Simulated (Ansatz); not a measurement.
# [PO2]+ (SMILES O=[P+]=O) at 6 levels

Aim: a comparison of 6 runs (HF/STO-3G, B3LYP/STO-3G, UPBE/STO-3G, r2SCAN/STO-3G, MP2/STO-3G, UCCSD(T)/STO-3G) of [PO2]+. 

Program for the calculation: Ansatz 0.2.0.

20 further runs of the same task are left out: 18 that didn't finish, 2 set aside as unsound or not needed.

## 1. The system as given

[PO2]+ has 3 atoms, charge +1, and is taken as a singlet. SMILES: `O=[P+]=O`. The P2–O1 distance was set to 1.759 Å, away from the relaxed value.

Bond lengths: O1–P2 1.759 Å, P2–O3 1.408 Å. Angles: O1–P2–O3 179.9°.

## 2. A single-point energy at HF/STO-3G (run 1)

The input, in.yaml:

```yaml
crystal:
  periodic: [false, false, false]
  atoms:
    - {symbol: O, position_ang: [0.990317, 1.282443, 0.685148]}
    - {symbol: P, position_ang: [0.000230, -0.000210, 0.000340]}
    - {symbol: O, position_ang: [-0.792520, -1.025690, -0.548520]}
basis:
  gaussian:
    orbitals: STO-3G
total_charge: 1
hamiltonian:
  xc: hf
accuracy: high
```

Started as:

```bash
ansatz run in.yaml --threads 1 --pin off --max-ram 2610MiB --events-out events.jsonl --progress --plain --runs-dir runs
```

Output:

```text
Warning: RAYON_NUM_THREADS=1 ignored (pool sized by the plan → 1); use --threads N
Functional definition: HF
  name "HF"
  exchange = exact_x
  correlation = 0
323 factors; integrals over basis functions are off by at most 2.7e-8 eV
mean field evaluation 1: about -13161.9379 eV, gradient 5.6e1 eV
mean field evaluation 2: about -13161.9714 eV, gradient 5.6e1 eV
mean field evaluation 4: about -13171.0624 eV, gradient 3.3e1 eV
mean field evaluation 8: about -13174.4655 eV, gradient 3.0e-1 eV
mean field evaluation 16: about -13174.4553 eV, gradient 3.0e-8 eV
mean field -13174.45526551 eV, -484.1523010409 hartree, gradient 3.0e-8 eV, S^2 0.000000; 0 other end points of the search recorded, 0 dependent functions left out
reference -13174.45526551 eV, -484.1523010409 hartree; 15, 15 occupied and 4, 4 virtual orbitals, 323 factors
Total energy: -13174.45526551 eV, -484.1523010409 hartree
```

It took 0.1 s on 1 thread of Arm Neoverse V1, shared host.

## 3. The energy at B3LYP/STO-3G (run 2)

The input, input.yaml:

```yaml
basis:
  gaussian: {orbitals: STO-3G}
crystal:
  periodic: [false, false, false]
  atoms:
    - {symbol: O, position_ang: [0.990317, 1.282443, 0.685148]}
    - {symbol: P, position_ang: [0.000230, -0.000210, 0.000340]}
    - {symbol: O, position_ang: [-0.792520, -1.025690, -0.548520]}
accuracy: high
hamiltonian: {xc: {name: B3LYP}}
total_charge: 1
```

Started as:

```bash
ansatz run input.yaml --threads 1 --pin off --max-ram 2610MiB --events-out events.jsonl --progress --plain --runs-dir runs
```

Output:

```text
Warning: RAYON_NUM_THREADS=1 ignored (pool sized by the plan → 1); use --threads N
Functional definition: B3LYP
  name "B3LYP"
  parameter a0 = 0.2
  parameter ax = 0.72
  parameter ac = 0.81
  exchange = (1 - a0 - ax)*slater_x + ax*b88_x + a0*exact_x
  correlation = (1 - ac)*vwn_rpa_c + ac*lyp_c
323 factors; integrals over basis functions are off by at most 2.7e-8 eV
mean field evaluation 1: about -13191.6265 eV, gradient 6.7e1 eV
mean field evaluation 2: about -13074.7603 eV, gradient 1.5e2 eV
mean field evaluation 4: about -13206.1159 eV, gradient 3.2e1 eV
mean field evaluation 8: about -13208.5712 eV, gradient 8.3e0 eV
mean field evaluation 16: about -13208.7876 eV, gradient 3.6e-4 eV
mean field -13208.78757644 eV, -485.4139901965 hartree, gradient 6.2e-8 eV, S^2 0.000000; 0 other end points of the search recorded, 0 dependent functions left out
reference -13208.78759466 eV, -485.4139908661 hartree; 15, 15 occupied and 4, 4 virtual orbitals, 323 factors
Total energy: -13208.78759466 eV, -485.4139908661 hartree
```

It took 0.88 s on 1 thread of Arm Neoverse V1, shared host.

Runs 3 to 5 aren't shown in full; the table further down has their settings and results.

## 4. The energy at UCCSD(T)/STO-3G (run 6)

The input, input.yaml:

```yaml
crystal:
  periodic: [false, false, false]
  atoms:
    - symbol: O
      position_ang: [0.990317, 1.282443, 0.685148]
    - symbol: P
      position_ang: [0.000230, -0.000210, 0.000340]
    - symbol: O
      position_ang: [-0.792520, -1.025690, -0.548520]
basis:
  gaussian:
    orbitals: STO-3G
magnetization:
  spin_polarized: true
total_charge: 1
scf:
  omitted_lower_state_checks: [cluster_reference, increment]
accuracy: high
correlation:
  method: ccsd_t
  frozen_orbitals: {O: 1, P: 5}
```

Started as:

```bash
ansatz run input.yaml --threads 1 --pin off --max-ram 2610MiB --events-out events.jsonl --progress --plain --runs-dir runs
```

Output:

```text
Warning: RAYON_NUM_THREADS=1 ignored (pool sized by the plan → 1); use --threads N
[... 34 lines left out ...]
7 core orbitals not correlated: weight in the atoms' cores, before any rotation towards them, 1.000 or more for the frozen orbitals, at most 0.000 for the correlated occupied ones
[... 65 lines left out ...]
Total energy: -13181.35120006 eV, -484.4057219616 hartree
Checks for a lower state left out: cluster_reference, increment
```

It took 6.3 s on 1 thread of Arm Neoverse V1, shared host.

## 5. All runs side by side

| run | level | frozen core orbitals | energy (Eh) | wall time |
| --- | --- | --- | --- | --- |
| 1 | HF/STO-3G | – | -484.152301 | 0.1 s |
| 2 | B3LYP/STO-3G | – | -485.413991 | 0.88 s |
| 3 | UPBE/STO-3G | – | -485.142769 | 1.7 s |
| 4 | r2SCAN/STO-3G | – | -485.380395 | 2.4 s |
| 5 | MP2/STO-3G | 7 | -484.366260 | 0.16 s |
| 6 | UCCSD(T)/STO-3G | 7 | -484.405722 | 6.3 s |

## 6. Results

| quantity | value |
| --- | --- |
| run 6: total energy | -484.40572 Eh |
| run 6: correlation energy (7 core orbitals frozen) | -226.2 mEh |
| run 6: (T) correction | -26.69 mEh |
| run 6: ⟨S²⟩ of the reference determinant | 1.351 |
| run 6: T1 diagnostic | 0.166 |

What this shows: Below the HF energy at the same shape and in the same basis (STO-3G): MP2 -214.0 mEh; UCCSD(T) -253.4 mEh. Some of these start from another determinant than that one, so these aren't their correlation energies. Totals of different functionals can't be ranked against each other. In run 5 the log says that unrestricted orbitals would lower the reference, so the values rest on an unstable closed-shell determinant (other closed-shell runs at this shape may share the fault). In runs 1, 2, 3, 4, 5, 6 the basis is minimal, so the values are rough. Spin contamination of the reference: run 6 ⟨S²⟩ = 1.35. Where it is this large, the reference is a mixture of spin states, and values that rest on it are in doubt. All runs together took 12 s, the longest 6.3 s.
